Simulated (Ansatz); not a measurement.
The input, for Ansatz 0.2.0:

```yaml
crystal:
  periodic: [false, false, false]
  atoms:
    - {symbol: Mg, position_ang: [0.000000, 0.000000, 0.000000]}
    - {symbol: H, position_ang: [0.000000, 0.000000, 4.665000]}
basis:
  gaussian: {orbitals: "6-31++G**"}
magnetization: {spin_polarized: false, initial_magnetization: 1}
correlation: {method: fic_mrcisd_q, electrons: outside_noble_gas, active_space: {window: {electrons: 3, orbitals: 7}, states: [{multiplicity: 2, weights: [1, 1]}, {multiplicity: 4, weights: [1]}]}}
```

```sh
$ ansatz run in.yaml --threads 1 --pin off --events-out ev --progress --plain --max-ram 2393MiB
```

Output:

```
388 factors; integrals over basis functions are off by at most 1.5e-7 eV
mean field evaluation 1: about -5443.9631 eV, gradient 4.2e0 eV
mean field evaluation 2: about -5443.9633 eV, gradient 4.2e0 eV
mean field evaluation 4: about -5444.7955 eV, gradient 1.6e0 eV
mean field evaluation 8: about -5444.8462 eV, gradient 2.6e-1 eV
mean field -5444.84709572 eV, -200.0944401178 hartree, gradient 7.4e-6 eV, S^2 0.750000; 0 other end points of the search recorded, 0 dependent functions left out
reference -5444.84709572 eV, -200.0944401178 hartree; 7, 6 occupied and 22, 23 virtual orbitals, 388 factors
state -5445.71170731 eV, -200.1262140076 hartree
state -5443.11163386 eV, -200.0306630709 hartree
contracted CI cycle   1: correlation 0.00000000 eV, 0.0000000000 hartree, residual 9.89e-1 eV
contracted CI cycle   2: correlation -0.04434864 eV, -0.0016297826 hartree, residual 1.85e-1 eV
contracted CI cycle   3: correlation -0.04543561 eV, -0.0016697278 hartree, residual 4.67e-2 eV
contracted CI cycle   4: correlation -0.04549234 eV, -0.0016718128 hartree, residual 1.04e-2 eV
contracted CI cycle   5: correlation -0.04549511 eV, -0.0016719144 hartree, residual 1.97e-3 eV
contracted CI cycle   6: correlation -0.04549521 eV, -0.0016719182 hartree, residual 7.25e-4 eV
state -5445.71170731 eV, -200.1262140076 hartree; corrected -5445.75732380 eV, -200.1278903826 hartree
contracted CI cycle   1: correlation 0.00000000 eV, 0.0000000000 hartree, residual 1.32e0 eV
contracted CI cycle   2: correlation -0.08152582 eV, -0.0029960186 hartree, residual 4.11e-1 eV
contracted CI cycle   3: correlation -0.08462375 eV, -0.0031098656 hartree, residual 4.59e-2 eV
contracted CI cycle   4: correlation -0.08470897 eV, -0.0031129971 hartree, residual 1.53e-2 eV
contracted CI cycle   5: correlation -0.08471426 eV, -0.0031131915 hartree, residual 3.69e-3 eV
contracted CI cycle   6: correlation -0.08471462 eV, -0.0031132048 hartree, residual 9.83e-4 eV
contracted CI cycle   7: correlation -0.08471464 eV, -0.0031132056 hartree, residual 1.65e-4 eV
state -5443.11163386 eV, -200.0306630709 hartree; corrected -5443.19687203 eV, -200.0337955158 hartree
state -5443.01809099 eV, -200.0272254338 hartree
contracted CI cycle   1: correlation 0.00000000 eV, 0.0000000000 hartree, residual 1.10e0 eV
contracted CI cycle   2: correlation -0.08167589 eV, -0.0030015336 hartree, residual 9.81e-2 eV
contracted CI cycle   3: correlation -0.08212634 eV, -0.0030180873 hartree, residual 2.33e-2 eV
contracted CI cycle   4: correlation -0.08215065 eV, -0.0030189809 hartree, residual 4.45e-3 eV
contracted CI cycle   5: correlation -0.08215158 eV, -0.0030190149 hartree, residual 7.96e-4 eV
contracted CI cycle   6: correlation -0.08215160 eV, -0.0030190158 hartree, residual 1.92e-4 eV
state -5443.01809099 eV, -200.0272254338 hartree; corrected -5443.10075725 eV, -200.0302633626 hartree
Total energy: -5444.01831769 eV, -200.0639830870 hartree
```

Natural occupations, averaged over the states: 1.2838 1.0241 0.6557 0.0154 0.0154 0.0029 0.0026.

The total printed last is the weighted mean of the 3 states, 1.739 eV above the lowest of them, and is no single state's energy.

Ran on 1 thread of AMD EPYC 7B13, shared host: 1.4 s wall, 0.29 GiB peak host memory.
